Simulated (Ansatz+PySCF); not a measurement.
Two shapes of singlet NH3.

Shape 1:

```xyz
4

N     0.0000    0.0000    0.1216
H     0.9358    0.0000   -0.2837
H    -0.4679    0.8105   -0.2837
H    -0.4679   -0.8105   -0.2837
```

Shape 2:

```xyz
4

N     0.0000    0.0000    0.1313
H     1.0107    0.0000   -0.3064
H    -0.5054    0.8753   -0.3064
H    -0.5054   -0.8753   -0.3064
```

Basis set: def2-SVP (spherical functions). Frozen core: 1 orbital. Charge 0, multiplicity 1.

Computed with Ansatz (development build ahead of 0.2.0); each method stands on the lowest determinant of its kind that the runs found.

**Question.** Which shape is lower in energy, and by how much in each method?

**Answer.**

| method | E(2) − E(1) (eV) |
| --- | --- |
| RHF | 0.526 |
| UHF | 0.526 |
| RHF-MP2 | 0.388 |
| UHF-CCSD | 0.367 |
| RHF-CCSD(T) | 0.352 |

Shape 1 is lower.
